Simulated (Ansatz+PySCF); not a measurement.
The numbers below are computed, except where a source is named.
Input for PySCF 2.14.0:

```python
from pyscf import gto, scf, cc

mol = gto.M(atom="""
B 0.000000 0.000000 0.000000
C 0.558640 0.744860 1.612660
""", basis='6-31g', charge=0, spin=3)
mf = scf.UHF(mol)
mf.kernel()
mycc = cc.CCSD(mf, frozen=2).run()
et = mycc.ccsd_t()
print(mf.e_tot, mycc.e_corr, et, mycc.e_tot + et)
```

The script is written out from the run's settings.

Output:

| Quantity | Value |
| --- | --- |
| Converged | yes |
| Reference energy | -62.27331 hartree |
| CCSD correlation energy | -0.11199 hartree |
| Triples correction | -0.00514 hartree |
| Total energy | -62.39045 hartree |
| Spin squared of the determinant | 3.765 |

Caution: large amplitudes, a single reference is doubtful.
